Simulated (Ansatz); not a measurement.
Relaxation of H₃OSi₂ (6 atoms, charge 1, multiplicity 1), to a largest force component of 0.02 eV/Å in at most 40 steps.

Theory: Ansatz, RKS BHLYP/def2-mTZVP.

```xyz
6
Properties=species:S:1:pos:R:3
O -1.195 -1.267 -0.555
Si -0.324 -1.024 0.762
Si 0.974 0.784 0.108
H -1.925 -1.834 -0.804
H 1.756 1.681 -0.775
H 0.714 1.661 1.264
```

**Question.** Where does it end, and by what steps?

**Answer.** The run converged. Limits of this set-up: the dipole of an ion depends on the origin. After 23 steps the energy has fallen by 1.172 eV; H4 moved furthest, 1.25 Å. Joined: O1–Si3.

```csv
step,energy less start (eV),largest force component (eV/Å),accepted
0,0.0000,2.454,yes
1,-0.3941,0.630,yes
2,-0.4213,1.609,yes
3,-0.4165,2.536,no
4,-0.5657,0.797,yes
5,-0.6124,0.413,yes
6,-0.6212,0.263,yes
7,-0.6336,0.145,yes
8,-0.6321,0.360,no
9,-0.6363,0.061,yes
10,-0.6386,0.047,yes
11,-0.6396,0.062,yes
12,-0.6405,0.125,yes
13,-0.6428,0.185,yes
14,-0.6525,0.372,yes
15,-0.6898,0.538,yes
16,-0.7980,0.513,yes
17,-0.9302,0.800,yes
18,-1.0753,1.789,yes
19,-1.1458,0.461,yes
20,-1.1583,0.247,yes
21,-1.1708,0.114,yes
22,-1.1717,0.066,yes
23,-1.1723,0.008,yes
```

```xyz
6
Properties=species:S:1:pos:R:3
O -0.691 -0.624 -0.250
Si 0.244 -1.733 0.777
Si 0.622 0.514 0.242
H -1.495 -0.661 -0.784
H 1.328 0.906 -0.974
H -0.008 1.598 0.990
```

Whether the end is a true minimum wasn't checked by a vibrational analysis.

Run time: 46 s on 1 thread of Arm Neoverse V1, on a shared host, peak memory 0.12 GiB.
